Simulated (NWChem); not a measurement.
# Ionisation of O (+1)

```xyz
1

O      0.0000     0.0000     0.0000
```
Charge +1, spin multiplicity 4.

All runs are NWChem calculations.

Basis set: def2-TZVP. The species with one electron less has spin multiplicity 3. Δ marks differences of total energies (open shells unrestricted). −ε marks an orbital energy of the parent. That orbital need not have the symmetry of the hole or added electron in the Δ rows.

The stability of the SCF solutions was not checked.

Q: For the first vertical ionisation energy, ΔPBE0 gives 35.32 eV and −ε(alpha HOMO) of PBE gives 26.37 eV. What do evGW0@PBE0, G0W0@LDA (SVWN5) give?

A: evGW0@PBE0: 34.66 eV; G0W0@LDA (SVWN5): 34.05 eV.
